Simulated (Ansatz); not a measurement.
**H2O with NH3: structure and interaction energy**

An exercise on one series of results from a longer session: the logs are not shown, and one member is left open.

The runs use Ansatz 0.2.0, Gaussian basis; PBE0-D4 structure, single points in def2-TZVPPD.

Levels: PBE-D4, revPBE-D4, BLYP-D4, r2SCAN-D4, B97M-V, PBE0-D4, B3LYP-D4, HSE06-D4, wB97X-V, wB97M-V, B2PLYP, Hartree-Fock, MP2, CCSD, CCSD(T). The reference is CCSD(T) extrapolated to the basis limit.

Cores are frozen in the correlated methods. B3LYP uses VWN-RPA correlation. B2PLYP carries no dispersion term here.

176 further runs of the same task are left out: 176 set aside as unsound or not needed.

**Where the work starts**

The pair, from a GFN2-xTB docking trial: 7 atoms, charge 0, spin multiplicity 1.

Atoms are counted from 1 here; the program's logs count them from 0.

Bond lengths: O1–H2 0.974 Å, O1–H3 0.959 Å, N4–H5 1.013 Å, N4–H6 1.015 Å, N4–H7 1.014 Å. Angles: H2–O1–H3 106.0°, H5–N4–H6 107.9°, H5–N4–H7 107.6°, H6–N4–H7 108.2°.

Geometry (Å):

```xyz
7
charge 0, multiplicity 1
O    -0.00320   -0.36910   -1.86160
H    -0.05450   -0.26830   -0.89460
H     0.09110    0.51770   -2.21520
N    -0.02980    0.03390    0.97080
H    -0.37410   -0.83850    1.35440
H     0.93780    0.13940    1.25750
H    -0.56730    0.78490    1.38860
```

Atoms 1 to 3 are fragment A (H2O), the rest fragment B (NH3).

The first run:

Input file pre/in.yaml:

```yaml
crystal:
  periodic: [false, false, false]
  atoms:
    - {symbol: O, position_ang: [-0.003200, -0.369100, -1.861600]}
    - {symbol: H, position_ang: [-0.054500, -0.268300, -0.894600]}
    - {symbol: H, position_ang: [0.091100, 0.517700, -2.215200]}
    - {symbol: N, position_ang: [-0.029800, 0.033900, 0.970800]}
    - {symbol: H, position_ang: [-0.374100, -0.838500, 1.354400]}
    - {symbol: H, position_ang: [0.937800, 0.139400, 1.257500]}
    - {symbol: H, position_ang: [-0.567300, 0.784900, 1.388600]}
basis:
  gaussian: {orbitals: def2-SVP}
hamiltonian: {xc: pbe, dispersion: d4}
relax: {f_tol: 0.03, max_steps: 250}
```

The run is started by

```sh
$ ansatz run in.yaml --threads 2 --pin off --events-out ev --progress --plain --max-ram 5222MiB
```

Steps of the session up to this table: A first relaxation in a small basis; Relaxation at PBE0-D4; PBE-D4/def2-TZVPPD; r2SCAN-D4/def2-TZVPPD; PBE0-D4/def2-TZVPPD; B3LYP-D4/def2-TZVPPD; wB97X-V/def2-TZVPPD; wB97M-V/def2-TZVPPD; B2PLYP/def2-TZVPPD; BLYP-D4/def2-TZVPPD; revPBE-D4/def2-TZVPPD; B97M-V/def2-TZVPPD; HSE06-D4/def2-TZVPPD; CCSD(T)/def2-TZVPPD; MP2/def2-QZVPPD; Vibrations of the pair.

One table of the session follows, with a row left open; its other results are not shown here.

| method | interaction (kJ/mol) |
| --- | --- |
| PBE-D4 | -31.09 |
| revPBE-D4 | -27.32 |
| BLYP-D4 | -27.99 |
| r2SCAN-D4 | -29.19 |
| B97M-V | -27.21 |
| PBE0-D4 | -30.37 |
| B3LYP-D4 | -28.83 |
| HSE06-D4 | -30.32 |
| wB97X-V | -27.78 |
| wB97M-V | -27.42 |
| B2PLYP | ? |
| Hartree-Fock | -18.46 |
| MP2 | -25.97 |
| CCSD | -24.10 |
| CCSD(T) | -25.47 |
| CCSD(T)/CBS | -27.21 |

**Question.** Estimate the row for B2PLYP.

As computed: interaction (kJ/mol): -26.12. In the column «interaction (kJ/mol)» it lies between CCSD(T)/CBS (-27.21) and MP2 (-25.97).

Among the levels timed on like hardware and quicker than the yardstick, those that no quicker one beats, quickest first: revPBE-D4 (2.3 s, -0.12 kJ/mol); B97M-V (8.5 s, -0.01 kJ/mol).

B97M-V reaches 0.01 kJ/mol from the reference in 8.5 s, where CCSD(T)/CBS took 38 s; the quickest level in the cost chart, revPBE-D4, takes 2.3 s and misses by 0.12 kJ/mol.

To keep in mind: A lower arrangement may exist.
